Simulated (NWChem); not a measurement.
# Correlation energy of N2 (+1)

```
N
N 1 1.1133
```
Charge +1, spin multiplicity 2.

Program: NWChem. All single points use one geometry, from UB3LYP/def2-SVP, a minimum by its harmonic frequencies.

Basis set: def2-SVP. Each correlation energy counts from its own Hartree-Fock reference.

The correlated methods keep 2 core orbitals frozen. The structure started from a generated list of species. The unpaired electrons of the parent sit in orbitals of symmetry ag (D2h labels of the run); other states weren't searched. No SCF solution was tested for a lower state. Open-shell Hartree-Fock references start from PBE0 orbitals. Coupled-cluster values serve here as a point of comparison, not as the truth.

Q: For the correlation energy, UMP2 gives -339.8 mHa and SCS-UMP2 gives -327.4 mHa. What do CCSD on UHF, CCSD[T] on UHF, CCSD(T) on UHF give?

A: CCSD on UHF: -330.1 mHa; CCSD[T] on UHF: -349.7 mHa; CCSD(T) on UHF: -347.7 mHa.
